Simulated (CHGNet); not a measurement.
Rock-salt SnTe (cubic form, which distorts at low temperature)

Level of theory: the machine-learned potential CHGNet 0.3.0 (trained on PBE and PBE+U data).

Cell (relaxed at this level):

```cif
data_SnTe
_chemical_formula_sum 'Sn1 Te1'
_space_group_name_H-M_alt 'P 1'
_space_group_IT_number 1
_cell_length_a 4.53667
_cell_length_b 4.53667
_cell_length_c 4.53667
_cell_angle_alpha 60.000
_cell_angle_beta 60.000
_cell_angle_gamma 60.000
loop_
_space_group_symop_operation_xyz
  'x, y, z'
loop_
_atom_site_label
_atom_site_type_symbol
_atom_site_fract_x
_atom_site_fract_y
_atom_site_fract_z
_atom_site_occupancy
Sn1 Sn 0.00000 0.00000 0.00000 1
Te1 Te 0.50000 0.50000 0.50000 1
```

For rock-salt SnTe (cubic form, which distorts at low temperature), the lattice constant a is 6.416 Å and the volume per atom is 33.01 Å³/atom.

Measured, for comparison: lattice constant a 6.316 Å, equilibrium volume per atom 31.50 Å³/atom (room temperature, no zero-point or thermal correction; as tabulated in Maiti et al. (2022), arXiv:2109.01420). Computed (rounded) less measured: lattice constant a +1.6 %, equilibrium volume per atom +4.8 %.

A machine-learned potential is trained on density-functional data: it inherits that level's misses and adds fitting errors of its own.

Note: the model gives imaginary modes for this phase (in the spectrum interpolated from a supercell).
